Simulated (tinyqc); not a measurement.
Worked calculation: geometry optimisation on the UHF/sto-6g surface (energies and gradients from PySCF), for OH+, spin multiplicity 3. One step of it, computed by the program tinyqc.

Task: Step 2: move. Quasi-Newton step p = -H^(-1) g (the inverse Hessian comes from BFGS updates; coordinates in the order x, y, z of each atom); steps longer than 0.3 bohr are cut back.

positions after step 1 (bohr):
```
           x         y          z
1O  0.000000  0.000000  -0.212132
2H  0.000000  0.000000   1.937452
```

gradient (hartree/bohr):
```
             x           y            z
1O  0.00000000  0.00000000  -0.03478888
2H  0.00000000  0.00000000   0.03478888
```

inverse Hessian in use (bohr^2/hartree), lower triangle:
```
          1         2         3         4         5         6
1  1.666667
2  0.000000  1.666667
3  0.000000  0.000000  1.238651
4  0.000000  0.000000  0.000000  1.666667
5  0.000000  0.000000  0.000000  0.000000  1.666667
6  0.000000  0.000000  0.428015  0.000000  0.000000  1.238651
```

Give: positions after step 2.

Result:

positions after step 2 (bohr):
```
         x       y        z
1O  0.0000  0.0000  -0.1839
2H  0.0000  0.0000   1.9093
```
